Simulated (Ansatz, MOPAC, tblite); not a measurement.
# How well does each level of theory give the band gap of litharge SnO?

Reference value: 0.7 eV (measured, temperature not stated, not corrected to a static lattice; as tabulated in Waroquiers et al. (2013), arXiv:1302.6756).

What do AM1 semi-empirical Hartree-Fock (MOPAC), GFN1-xTB, MNDO semi-empirical Hartree-Fock (MOPAC), PM3 semi-empirical Hartree-Fock (MOPAC), PM6 semi-empirical Hartree-Fock (MOPAC), PM7 semi-empirical Hartree-Fock (MOPAC), LDA+SOC, PBE+SOC, PBEsol+SOC, r²SCAN+SOC, HSE06+SOC, PBE0+SOC give, and how far is each from the reference?


```csv
level (code),value (eV),cell (Å³/atom),difference (eV)
AM1 semi-empirical Hartree-Fock (MOPAC),7.70,28.82,+7.00
GFN1-xTB (tblite),1.80,12.82,+1.10
MNDO semi-empirical Hartree-Fock (MOPAC),10.30,28.42,+9.60
PM3 semi-empirical Hartree-Fock (MOPAC),7.10,25.45,+6.40
PM6 semi-empirical Hartree-Fock (MOPAC),6.36,27.58,+5.66
PM7 semi-empirical Hartree-Fock (MOPAC),9.40,20.31,+8.70
LDA+SOC (Ansatz),0.13 (indirect),17.46,-0.57
PBE+SOC (Ansatz),0.05 (indirect),17.46,-0.65
PBEsol+SOC (Ansatz),0.03 (indirect),17.46,-0.67
r²SCAN+SOC (Ansatz),0.18 (indirect),17.46,-0.52
HSE06+SOC (Ansatz),0.41 (indirect),17.46,-0.29
PBE0+SOC (Ansatz),1.04 (indirect),17.46,+0.34
```

Leaving aside AM1 semi-empirical Hartree-Fock (MOPAC) (doubt noted below), GFN1-xTB (doubt noted below), MNDO semi-empirical Hartree-Fock (MOPAC) (doubt noted below), PM3 semi-empirical Hartree-Fock (MOPAC) (doubt noted below), PM6 semi-empirical Hartree-Fock (MOPAC) (doubt noted below), PM7 semi-empirical Hartree-Fock (MOPAC) (doubt noted below): Once the reference is moved by up to 0.15 eV (a margin picked here for doubts on the reference and the settings, and for temperature and zero-point motion) and values within 0.03 eV count as equal, the nearest can be HSE06+SOC (-0.29 eV) or PBE0+SOC (+0.34 eV).

Semilocal Kohn–Sham gaps run low as a rule, and all computed gaps are for a static lattice, while measured ones hold electron–phonon shifts unless said otherwise. Levels without +SOC have no spin–orbit coupling; where heavier elements are present it shifts gaps, mostly down, and can invert bands.  AM1 semi-empirical Hartree-Fock (MOPAC), GFN1-xTB, MNDO semi-empirical Hartree-Fock (MOPAC), PM3 semi-empirical Hartree-Fock (MOPAC), PM6 semi-empirical Hartree-Fock (MOPAC), PM7 semi-empirical Hartree-Fock (MOPAC): the gap is read on the k mesh or supercell of the run alone and can be too large. AM1 semi-empirical Hartree-Fock (MOPAC), GFN1-xTB, MNDO semi-empirical Hartree-Fock (MOPAC), PM3 semi-empirical Hartree-Fock (MOPAC), PM6 semi-empirical Hartree-Fock (MOPAC): the cell moved over 20 % in volume from its start. AM1 semi-empirical Hartree-Fock (MOPAC), GFN1-xTB, MNDO semi-empirical Hartree-Fock (MOPAC), PM3 semi-empirical Hartree-Fock (MOPAC), PM6 semi-empirical Hartree-Fock (MOPAC), PM7 semi-empirical Hartree-Fock (MOPAC): the method was fitted mainly to molecules. AM1 semi-empirical Hartree-Fock (MOPAC), MNDO semi-empirical Hartree-Fock (MOPAC), PM3 semi-empirical Hartree-Fock (MOPAC), PM6 semi-empirical Hartree-Fock (MOPAC), PM7 semi-empirical Hartree-Fock (MOPAC): gaps of these semi-empirical methods are Hartree–Fock-like level differences, and their formation enthalpies are fitted 298 K values. Values are at the level's own relaxed cell; LDA+SOC at the measured cell; PBE+SOC at the measured cell; PBEsol+SOC at the measured cell; r²SCAN+SOC at the measured cell; HSE06+SOC at the measured cell; PBE0+SOC at the measured cell. Cutoffs and k meshes differ between the levels. Ansatz's density-functional and Hartree–Fock values are scalar-relativistic unless marked +SOC, with PAW data made under PBE.

Differences are worked out from the printed values.

Ansatz is a quantum-chemistry and plane-wave program.
